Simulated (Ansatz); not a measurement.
bcc Ta was calculated with PBEsol (PAW; Ansatz, a quantum-chemistry and plane-wave program).

Run with plane-wave cutoff 520 eV, 24×24×24 k mesh, Fermi–Dirac smearing 0.05 eV, scalar-relativistic PAW data made under PBE.

Computed at the level's own relaxed cell.

### Question
What does this level give for the equilibrium volume per atom, bulk modulus, equilibrium lattice constant a and pressure derivative B′ of the bulk modulus?

### Answer

* **equilibrium volume per atom**: 17.66 Å³/atom
* **bulk modulus**: 208 GPa
* **equilibrium lattice constant a**: 3.281 Å
* **pressure derivative B′ of the bulk modulus**: 3.9

The run finds no gap.

Measured, for comparison: equilibrium volume per atom 17.95 Å³/atom, lattice constant a 3.299 Å (static lattice: zero-point anharmonic expansion removed; as tabulated in Mejia-Rodriguez and Trickey (2018), arXiv:1807.09216); bulk modulus 198 GPa (corrected for temperature and zero-point phonon effects, our sources range from 194 to 203; as tabulated in Levämäki et al. (2014), arXiv:1402.3671). Computed (rounded) less measured: equilibrium volume per atom -1.6 %, bulk modulus +5 % (+2 % to +7 % over the range), lattice constant a -0.5 %.

Spin–orbit coupling is not included.

Computed values are for the static lattice.
